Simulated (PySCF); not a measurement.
# MgO: bond curves at several levels of theory

One job finds the state of MgO, follows it along the bond with each method and fits the curves.

Program: PySCF 2.14.0. Level of theory: Mg 6-31G(d,p), O 6-31G(d,p), no relativity. These are calculated values, not measurements.

### 1 Set-up

The job is set up so:

* atoms: Mg, O
* charge: 0
* basis: Mg 6-31G(d,p), O 6-31G(d,p)
* Hamiltonian: no relativity
* basis functions: 32
* electrons treated: 20
* masses in u: 23.9850, 15.9949
* levels: PBE0, PBE, r²SCAN, revPBE, PW91, BP86, HF, MP2, SCS-MP2, CCSD, CCSD(T)
* grid: 80 radial by 434 angular points
* occupations: held fixed by the projection of orbital angular momentum
* dissociation limit: Mg + O, each in its ground configuration
* starting distance in angstrom: 1.955
* values of 2S to try: 0, 2

On the command line:

```bash
$ OMP_NUM_THREADS=1 python dia.py task.json out
```

The runs that follow: First curve: PBE0; Other states along the same grid; PBE; r²SCAN (meta-GGA); revPBE (GGA); PW91 (GGA); BP86; UHF; Adding correlation.

**Question.** What will these runs give? Wanted: for each run, Re; ωe; De; μ.

As calculated:

Lowest PBE0 solution found, without spin–orbit coupling: ³Π (triplet), unpaired electrons σ ↑, π ↑. State 2 has its PBE0 minimum 0.06 eV higher, as a spin-mixed determinant (⟨S²⟩ = 1.00), so this is no gap between pure states. State 3 has its PBE0 minimum 0.44 eV higher. The other levels ran on the lowest alone.

```
      level  Re (Å)  ωe (cm⁻¹)  De (eV)  μ (D)
        UHF   1.871        678     1.22  -3.21
    UHF-MP2   1.897        650     2.15    n/a
UHF-SCS-MP2   1.897        648     1.99    n/a
   UHF-CCSD   1.899        643     1.77    n/a
UHF-CCSD(T)   1.903        636     1.83    n/a
        PBE   1.912        604     2.55  -2.48
     revPBE   1.923        594     2.41  -2.48
       PW91   1.909        608     2.61  -2.52
       BP86   1.912        605     2.54  -2.55
     r²SCAN   1.894        631     2.63  -2.73
       PBE0   1.890        636     2.29  -2.81
```

De is counted to Mg + O in their ground configurations. A positive dipole means Mg(−)O(+).

Differences from CCSD(T) in the same basis:

| level | Re (mÅ) | ωe (%) |
| --- | --- | --- |
| UHF | -32 | +6.6 |
| UHF-MP2 | -6 | +2.2 |
| UHF-SCS-MP2 | -5 | +1.9 |
| UHF-CCSD | -4 | +1.1 |
| PBE | +9 | -5.0 |
| revPBE | +20 | -6.6 |
| PW91 | +6 | -4.4 |
| BP86 | +10 | -4.9 |
| r²SCAN | -9 | -0.8 |
| PBE0 | -13 | -0.1 |

Judged by CCSD(T) in the same basis: best bond length UHF-CCSD (-4 mÅ), worst UHF (-32 mÅ); best wavenumber PBE0 (-0.1 %), worst UHF and revPBE (6.6 % off). Hartree–Fock makes the bond too short and too stiff against this reference, as it mostly does. PBE gives a bond that is too long and too soft, as GGAs tend to. CCSD(T) in a basis this small is itself some way from its limit, more so than the functionals. Among the levels with a De in the table, it runs from 1.22 eV (UHF) to 2.63 eV (r²SCAN).

Correlated steps freeze 2 core orbitals. At some levels the lowest empty orbital lies below the highest filled one (the two can be of opposite spin).
